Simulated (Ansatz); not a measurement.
**C₄H₄OS: a ladder of functionals and wavefunction methods**

One table from this session's results is given with a row withheld; the runs are named, their logs left out.

The runs use Ansatz 0.2.0, Gaussian basis; functionals in def2-TZVPP, the program's frozen cores in correlated methods.

Levels to be run: PBE-D4, r2SCAN-D4, PBE0-D4, B3LYP-D4, ωB97X-V, ωB97M-V, B2PLYP; CCSD(T)/def2-TZVPP; MP2/def2-QZVPP; extrapolation to the limit.

### Structure used throughout

All runs share one geometry, relaxed beforehand with PBE0-D4 in a triple-zeta def2 set.

SMILES `O=C1CC=CS1`, 10 atoms, charge 0, spin multiplicity 1.

Atoms are counted from 1 here; the program's logs count them from 0.

Bond lengths: O1–C2 1.194 Å, C2–C3 1.518 Å, C2–S6 1.797 Å, C3–C4 1.484 Å, C3–H7 1.096 Å, C3–H8 1.096 Å, C4–C5 1.330 Å, C4–H9 1.082 Å, C5–S6 1.749 Å, C5–H10 1.082 Å. Angles: O1–C2–C3 126.6°, O1–C2–S6 124.0°, C3–C2–S6 109.5°, C2–C3–C4 108.8°, C2–C3–H7 107.7°, C2–C3–H8 107.8°, C4–C3–H7 113.1°, C4–C3–H8 113.0°, H7–C3–H8 106.2°, C3–C4–C5 114.8°, C3–C4–H9 122.3°, C5–C4–H9 123.0°, C4–C5–S6 115.4°, C4–C5–H10 126.1°, S6–C5–H10 118.5°, C2–S6–C5 91.6°.

Set-up of the first run:

Input file in.yaml:

```yaml
crystal:
  periodic: [false, false, false]
  atoms:
    - {symbol: O, position_ang: [-1.926021, -1.402067, 0.937261]}
    - {symbol: C, position_ang: [-1.155628, -0.626232, 0.457392]}
    - {symbol: C, position_ang: [0.348467, -0.798630, 0.342496]}
    - {symbol: C, position_ang: [0.919067, 0.400949, -0.318793]}
    - {symbol: C, position_ang: [0.027776, 1.329247, -0.653402]}
    - {symbol: S, position_ang: [-1.632712, 0.954632, -0.250214]}
    - {symbol: H, position_ang: [0.537047, -1.724744, -0.211917]}
    - {symbol: H, position_ang: [0.744665, -0.961027, 1.351123]}
    - {symbol: H, position_ang: [1.979166, 0.505826, -0.510265]}
    - {symbol: H, position_ang: [0.241273, 2.270846, -1.140780]}
basis:
  gaussian: {orbitals: def2-TZVPP}
hamiltonian: {xc: pbe, dispersion: d4}
output: {forces: true, orbitals: {seedname: orbitals}}
```

On the command line:

```bash
> ansatz run in.yaml --threads 4 --pin off --events-out ev --progress --plain --max-ram 10444MiB
```

Among the steps run: PBE-D4 (GGA); r2SCAN-D4 (meta-GGA); PBE0-D4 (hybrid); B3LYP-D4 (hybrid); ωB97X-V (range-separated); ωB97M-V (range-separated); B2PLYP (double hybrid); CCSD(T) in def2-TZVPP; MP2 in def2-QZVPP.

One table of the session follows, with a row left open; its other results are not shown here.

It belongs to the step «Atomisation energies». 

```
            method  atomisation energy (eV)
            PBE-D4                        ?
         r2SCAN-D4                   46.694
           PBE0-D4                   46.965
          B3LYP-D4                   46.177
           ωB97X-V                   46.313
           ωB97M-V                   46.412
            B2PLYP                   45.751
     HF/def2-TZVPP                   32.419
    MP2/def2-TZVPP                   46.272
   CCSD/def2-TZVPP                   43.748
CCSD(T)/def2-TZVPP                   44.802
           MP2/CBS                   47.540
       CCSD(T)/CBS                   46.070
```

Estimate the missing values for PBE-D4.

The run gave: atomisation energy (eV): 48.335. In the column «atomisation energy (eV)» it is the highest.
